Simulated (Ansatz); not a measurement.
For litharge SnO, PBE-D3(BJ) (PAW; Ansatz, a quantum-chemistry and plane-wave program) gives:

equilibrium lattice constant a: 3.836 Å
lattice parameter c: 4.759 Å

Task: What does r²SCAN (Ansatz, PAW) give for the same quantities?

Result: 
- lattice constant a: 3.808 Å (falls by 0.7 %)
- lattice parameter c: 4.938 Å (goes up by 3.8 %)

For comparison: lattice constant a 3.801 Å (measured, temperature not stated, no zero-point or thermal correction; as tabulated in Electronic properties of the Sn1−xPbxO alloy and band alignment of the SnO/PbO …); lattice parameter c 4.835 Å (measured, temperature not stated, no zero-point or thermal correction; as tabulated in Electronic properties of the Sn1−xPbxO alloy and band alignment of the SnO/PbO …).

Changes are worked out from the printed values.

Unless a cell is named, each level is at its own relaxed cell (PBE-D3(BJ) 17.51, r²SCAN 17.90 Å³/atom).

Caveats: the cell comes from a level without a dispersion term, which matters for the spacing of layers, chains or molecules (r²SCAN). Ansatz's density-functional and Hartree–Fock values are scalar-relativistic unless marked +SOC, with PAW data made under PBE.
